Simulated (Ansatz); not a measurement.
A made-up structure of CH2S2, closed shell:

```
5
angstrom
S 2.5585 -0.3641 1.5109
C -0.4189 -0.2369 0.1240
S 1.0629 0.6016 0.3970
H -0.6628 -0.3756 -0.9299
H 1.3953 0.7886 -0.8938
```

It is relaxed with PBE-D4/def2-SVP and then PBE0-D4/def2-TZVP (Ansatz 0.2.0). Atoms count as bonded within 1.22 times the sum of their covalent radii (H–H: 0.88 Å). The end point is not checked to be a true minimum.

(1) Does its bonding change? (A judgement: the text doesn't fix the answer.)

Answers

(1) The calculation gives: No: no bond forms or breaks.

Where it ends: The first stage lowers the energy by 1.23 eV in 8 steps. It ends as CH₂S₂ ([CH][SH][S]):
S1  (2.445, -0.066, 1.527)
C2  (-0.384, -0.415, 0.141)
S3  (1.102, 0.123, 0.192)
H4  (-0.835, -0.090, -0.805)
H5  (1.607, 0.861, -0.847)
(Å)

Labels in which every atom is bracketed show which atoms are joined, not bond orders.

For scale, one of the runs: PBE0-D4/def2-TZVP relaxation, 117 basis functions, launched by `ansatz run in.yaml --threads 2 --pin off --events-out ev --progress --plain --max-ram 4352MiB`. The run took about 12 s on 2 CPU threads of an Arm Neoverse V2 (shared host).
